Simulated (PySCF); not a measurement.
# How methods differ on the ionisation energy of O

O [He] 2s2 2p4 (3P) → O⁺ [He] 2s2 2p3 (4S), as a difference of total energies. All numbers are calculated (PySCF 2.14, scalar relativity by spin-free X2C-1e, in cc-pVTZ-DK). Correlated levels: valence: 1s2 frozen. The calculations carry no spin-orbit coupling.

| method | ionisation energy (eV) | error (eV) |
| --- | --- | --- |
| UHF | 12.001 | -1.607 |
| M06-2X | 13.667 | +0.059 |
| M06-L | 13.628 | +0.020 |
| MP2 (valence) | 13.240 | -0.368 |
| SCS-MP2 (valence) | 13.338 | -0.270 |
| CCSD (valence) | 13.269 | -0.339 |
| CCSD(T) (valence) | 13.305 | -0.303 |

Reference: 13.608 eV (measured; NIST levels, between the centres of gravity of the two terms).

Errors of the correlated levels include the incompleteness of this basis and the frozen core.
